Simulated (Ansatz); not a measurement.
# Worked example: correlation energy of SbH3⁺, doublet

Geometry: that of the SbH3, triplet, kept fixed.

```yaml
atoms:
  - { symbol: Sb, position_ang: [0.0000, -0.0133, 0.0000] }
  - { symbol: H, position_ang: [0.0000, -0.0423, -1.8410] }
  - { symbol: H, position_ang: [0.0000, 1.6869, 0.0000] }
  - { symbol: H, position_ang: [0.0000, -0.0423, 1.8410] }
```

Basis def2-TZVPP with its core potentials; Ansatz 0.2.0. Only valence electrons are correlated (noble-gas cores and the filled d shells of p-block atoms frozen), which leaves 7 electrons in 83 orbitals. Prefix R: restricted or restricted open-shell reference; prefix U: unrestricted. No spin–orbit coupling is included; scalar relativity enters through the core potentials alone.

Full CI isn't at hand for all of this; UCCSDT(Q) serves as the reference, and is uncertain by about the last step of the cluster series.

Unrestricted rows (U) aren't spin-pure: their determinants' ⟨S²⟩ exceeds S(S+1) by up to 0.13, so they mix in states of higher spin.

Runs differ by some tens of microhartree through their thresholds and, for an open shell, their frozen cores, so steps under 0.03 kcal/mol mean nothing.

```
    level  total energy (hartree)
      UHF             -240.600213
     UMP2             -240.715116
    UCCSD             -240.747661
 UCCSD(T)             -240.752636
   UCCSDT             -240.753704
UCCSDT(Q)             -240.753935
```

**Question.** What is the correlation energy at UCCSDT(Q), and what share of it do UMP2 and UCCSDT recover?

**Answer.** E(corr) = -240.753935 − (-240.600213) = -0.153722 hartree = -4.183 eV. UMP2: -0.114903 / -0.153722 = 74.75 %. UCCSDT: -0.153491 / -0.153722 = 99.85 %.

**Question.** By how many kcal/mol does UCCSD(T) miss UCCSDT(Q) (1 hartree = 627.509 kcal/mol), and which steps make up the rest?

**Answer.** -240.752636 − (-240.753935) = 0.001299 hartree = 0.82 kcal/mol. Steps: UCCSDT − UCCSD(T) = -0.67, UCCSDT(Q) − UCCSDT = -0.14 kcal/mol. With more than one leading determinant such errors change with state and geometry, and needn't cancel in differences.
